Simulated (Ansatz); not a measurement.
# CN: the cost of one run

Method: the levels named in each step, in Ansatz 0.2.0.

## (1) The starting structure

Bond lengths: C1–N2 1.200 Å.

Coordinates:

```xyz
2

C     0.0000    0.0000    0.0000
N     0.0000    0.0000    1.2002
```

## (2) A rough first relaxation, PBE-D4/def2-SVPD

This run stands in another session on the same molecule. It ended at:

```xyz
2

C     0.0000    0.0000    0.0075
N     0.0000    0.0000    1.1927
```

## (3) Relaxation, PBE0-D4/def2-TZVPPD

This run stands in another session on the same molecule. It ended at:

```xyz
2

C     0.0000    0.0000    0.0153
N     0.0000    0.0000    1.1849
```

## (4) Frequencies, PBE0-D4/def2-TZVPPD

The input, input.yaml:

```yaml
crystal:
  periodic: [false, false, false]
  atoms:
    - { symbol: C, position_ang: [0.0, 0.0, 0.01527399] }
    - { symbol: "N", position_ang: [0.0, 0.0, 1.18493601] }
total_charge: -1
basis:
  gaussian: { orbitals: def2-TZVPPD.json }
hamiltonian:
  xc: pbe0
  dispersion: d4
phonons: {}
```

Run with:

```console
$ ansatz run input.yaml --threads 1 --pin off --max-ram 2560MiB --backend cpu --events-out ev --progress --plain --runs-dir out
```

**Question.** How long does this run take on 1 thread of Intel Xeon 6975P-C (Granite Rapids), shared host, and how much memory does it need?

About 2.8 s, with a peak of 0.12 GiB.
